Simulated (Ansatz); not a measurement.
Geometry optimisation, Ansatz, RKS B3LYP-D4/def2-SVP.

input.yaml

```yaml
crystal:
  periodic: [false, false, false]
  atoms:
    - { symbol: Al, position_ang: [0.0, 0.0, 0.0] }
    - { symbol: Cl, position_ang: [0.0, 0.0, 2.58] }
    - { symbol: "N", position_ang: [1.6627, 0.0, -0.96] }
    - { symbol: H, position_ang: [2.1293, -0.9179, -1.2118] }
    - { symbol: H, position_ang: [2.1141, 0.9179, -1.2382] }
    - { symbol: H, position_ang: [-1.351, 0.0, -0.78] }
    - { symbol: H, position_ang: [0.0834, 1.7631, 0.5865] }
    - { symbol: H, position_ang: [0.071, 1.502, 1.5585] }
basis:
  gaussian: { orbitals: def2-SVP }
hamiltonian:
  xc: b3lyp
  dispersion: d4
relax:
  f_tol: 0.15
  max_steps: 25
  restrain:
    - { distance: [0, 6], at: 1.56, k: 30.0 }
    - { distance: [7, 1], at: 1.37, k: 30.0 }
    - { distance: [0, 1], at: 3.43, k: 30.0 }
    - { distance: [7, 6], at: 1.86, k: 30.0 }
```

Run as:

```bash
$ ansatz run input.yaml --threads 1 --pin off --max-ram 2048MiB --backend cpu --events-out ev --progress --plain --runs-dir out
```

Where does it end, and by what steps?

It converged. The restraints hold the end off the free minimum. After 8 steps the energy has fallen by 0.809 eV (the restraints' own energy left out); Al1 moved furthest, 0.67 Å. Joined: Cl2–H8 (1.82 → 1.34 Å).

```csv
step,energy less start (eV),largest force component (eV/Å),accepted
0,0.0000,2.402,yes
1,0.3934,2.078,yes
2,0.0686,2.184,yes
3,-0.3903,0.998,yes
4,-0.6325,1.165,yes
5,-0.7196,0.754,yes
6,-0.7357,1.264,yes
7,-0.8066,0.707,yes
8,-0.8088,0.729,yes
```

```xyz
8
Properties=species:S:1:pos:R:3
Al 0.045 0.484 -0.458
Cl 0.019 0.275 2.963
N 1.640 0.037 -1.089
H 1.847 -0.822 -1.590
H 2.494 0.570 -0.954
H -1.209 -0.421 -0.769
H -0.061 1.841 0.326
H -0.066 1.301 2.106
```

Run time: 29 s on 1 thread of Arm Neoverse V1, with other jobs on the host, peak memory 0.14 GiB.
